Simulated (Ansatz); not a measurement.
The first iterations of a band of C2H3FN2 (8 atoms, charge 0, multiplicity 1).

Level of theory: RKS PBE/def2-SVP (Ansatz 0.2.0).

```yaml
movable_images: 9
climbing_image: yes
spring: 5.0 eV/Å²
optimiser: quadratic models (default)
start_path: through a guess of the saddle point
force_threshold: 0.03 eV/Å
iteration_limit: 60
end_points: relaxed
```

First end point:

```xyz
8
Properties=species:S:1:pos:R:3
N -0.413 -0.155 1.185
C 0.377 -0.158 0.014
F 1.583 -0.748 0.276
C -0.109 -0.113 -1.334
N 0.449 0.985 -0.961
H -1.291 0.352 1.043
H 0.100 0.286 1.961
H -0.604 -0.506 -2.241
```

Last end point:

```xyz
8
Properties=species:S:1:pos:R:3
N -0.206 0.272 1.245
C 0.443 -0.011 0.020
F 1.676 -0.551 0.273
C -0.120 -0.193 -1.297
N 0.366 0.980 -1.073
H -1.117 0.714 1.097
H -0.323 -0.570 1.819
H -0.628 -0.698 -2.139
```

| iteration | highest image above the first end (eV) | largest band force component (eV/Å) |
| --- | --- | --- |
| 1 | 1.046 | 6.742 |
| 2 | 0.377 | 2.257 |

Question: Does the band converge within its limit, and where does its top end?

Answer: The forces met the threshold. It ended after 8 iterations with the highest image 0.148 eV above the first end. A vibrational analysis at the climbing image gives 2 clearly imaginary modes (541i, 134i cm⁻¹): a point of higher order, so a lower path passes nearby.

The run took 2.5 min on 1 thread of Arm Neoverse V2 (shared host), peak memory 0.15 GiB.
